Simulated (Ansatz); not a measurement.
Two isomers of C4H10O2: A = `CC(O)CCO`, B = `COC(C)OC`.

Gas-phase electronic energies from Ansatz, PBE0-D4/def2-TZVP geometries. CCSD(T)/CBS adds triple-zeta CCSD(T) − MP2 to the extrapolated MP2 energy (def2 sets, frozen cores). Functionals use def2-TZVPP. B3LYP here is the variant with VWN-RPA as its local correlation; programs differ in this. Each species was taken in one conformer, which may not be the lowest.

A:

Z-matrix (Å, degrees):
```
C
C 1 1.511
H 1 1.091 2 110.0
H 1 1.092 2 111.1 3 -120.3
H 1 1.093 2 110.2 3 119.1
O 2 1.413 1 107.3 3 -55.3
C 2 1.524 1 112.1 3 -178.2
H 2 1.104 1 108.6 3 63.0
H 6 0.966 2 106.9 1 -169.3
C 7 1.517 2 113.8 1 -175.0
H 7 1.098 2 108.8 1 61.8
H 7 1.096 2 109.1 1 -54.4
O 10 1.424 7 113.4 2 -61.6
H 10 1.094 7 110.0 2 55.9
H 10 1.097 7 110.5 2 174.2
H 13 0.961 10 108.2 7 -67.9
```

B:

Z-matrix (Å, degrees):
```
C
O 1 1.408
H 1 1.099 2 111.0
H 1 1.093 2 111.6 3 121.7
H 1 1.090 2 107.0 3 -118.7
C 2 1.383 1 113.8 3 -56.7
O 6 1.411 2 108.5 1 -65.3
C 6 1.508 2 107.8 1 173.3
H 6 1.108 2 109.8 1 52.3
C 7 1.400 6 114.2 2 156.3
H 8 1.091 6 109.1 2 58.3
H 8 1.091 6 110.7 2 178.3
H 8 1.091 6 110.3 2 -61.6
H 10 1.099 7 111.5 6 -55.4
H 10 1.098 7 112.4 6 66.5
H 10 1.090 7 107.3 6 -174.5
```

Which isomer does CCSD(T)/CBS put lower? Give the gap. (Best estimate.)

The calculation gave: A, by 71.3 kJ/mol.

Give E(B) − E(A) in kJ/mol with PBE-D4, HF/def2-TZVPP, B3LYP-D4, CCSD(T)/def2-TZVPP, B3LYP, MP2/def2-TZVPP, PBE0-D4. (Estimate.)

Ansatz gave: PBE-D4 63.4, HF/def2-TZVPP 47.0, B3LYP-D4 56.7, CCSD(T)/def2-TZVPP 66.4, B3LYP 54.8, MP2/def2-TZVPP 73.0, PBE0-D4 66.4. None reverses the order clearly.

Largest T1 diagnostic: 0.011.

From PBE to PBE0 (25 % exact exchange), in def2-TZVPP and without D4, E(B) − E(A) moves by +3.3 kJ/mol. In def2-TZVPP, CCSD(T) changes the Hartree–Fock value by +19.4 kJ/mol (the triples alone add +0.6 kJ/mol) and MP2 by +26.0 kJ/mol.
